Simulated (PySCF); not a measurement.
**Working out the ionisation energy of N**

N [He] 2s2 2p3 (4S) → N⁺ [He] 2s2 2p2 (3P). Calculation: PySCF 2.14, in 6-31G*; the non-relativistic Hamiltonian (point nucleus). Frozen: 1s2. Energies in hartree (1 hartree = 27.21139 eV):

```json
{"part": "UHF", "N (lower)": "-54.385008", "N⁺ (upper)": "-53.871899"}
{"part": "CCSD correlation", "N (lower)": "-0.086484", "N⁺ (upper)": "-0.075294"}
{"part": "(T)", "N (lower)": "-0.000652", "N⁺ (upper)": "-0.000751"}
```

Q: What does Hartree-Fock give?

A: (-53.871899) − (-54.385008) = 0.513109 hartree = 13.962 eV.

Q: What do CCSD and CCSD(T) give?

A: The CCSD correlation energies differ by 0.011190 hartree = 0.304 eV and the triples by -0.000099 hartree = -0.003 eV, so CCSD gives 14.266 eV and CCSD(T) 14.263 eV.

Measured between the centres of the two terms (NIST): 14.545 eV, so CCSD(T) (valence) is off by -0.282 eV.

What remains against the reference includes basis incompleteness, the frozen core and higher excitations.
